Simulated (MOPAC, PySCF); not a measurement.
C3H3N, SMILES `C=CC#N`, neutral singlet in the gas phase. 

Cartesian coordinates (Å):
SMILES: C=CC#N
```xyz
7

C     -1.0241    -0.2183     0.1126
C      0.1063     0.4684    -0.0377
C      1.3854    -0.1543    -0.1303
N      2.4286    -0.6378    -0.2077
H     -1.0289    -1.2981     0.1733
H     -1.9744     0.2931     0.1780
H      0.1040     1.5502    -0.0979
```
Charge 0, spin multiplicity 1.

All levels are single points at this geometry (B3LYP-D3(BJ)/def2-TZVP); Pople sets use spherical d functions. Orbital energies aren't observables, and empty levels follow the basis.

```json
[
 {"level": "B3LYP-D3(BJ)/def2-TZVP in PySCF", "HOMO (eV)": "-8.23", "LUMO (eV)": "-1.94", "gap (eV)": "6.29", "dipole (D)": "4.01", "vertical IE, Delta-SCF (eV)": "10.77"},
 {"level": "B3LYP/6-311+G** in PySCF", "HOMO (eV)": "-8.27", "LUMO (eV)": "-1.99", "gap (eV)": "6.28", "dipole (D)": "4.05", "vertical IE, Delta-SCF (eV)": "–"},
 {"level": "M06-2X/6-31G* in PySCF", "HOMO (eV)": "-9.41", "LUMO (eV)": "-0.35", "gap (eV)": "9.06", "dipole (D)": "3.86", "vertical IE, Delta-SCF (eV)": "–"},
 {"level": "SVWN5/6-31G* in PySCF", "HOMO (eV)": "-7.18", "LUMO (eV)": "-2.48", "gap (eV)": "4.70", "dipole (D)": "3.80", "vertical IE, Delta-SCF (eV)": "10.80"},
 {"level": "AM1 in MOPAC", "HOMO (eV)": "-10.92", "LUMO (eV)": "0.07", "gap (eV)": "10.99", "dipole (D)": "2.97", "vertical IE, Delta-SCF (eV)": "–"},
 {"level": "PM7 in MOPAC", "HOMO (eV)": "-11.33", "LUMO (eV)": "-0.52", "gap (eV)": "10.81", "dipole (D)": "3.77", "vertical IE, Delta-SCF (eV)": "–"}
]
```
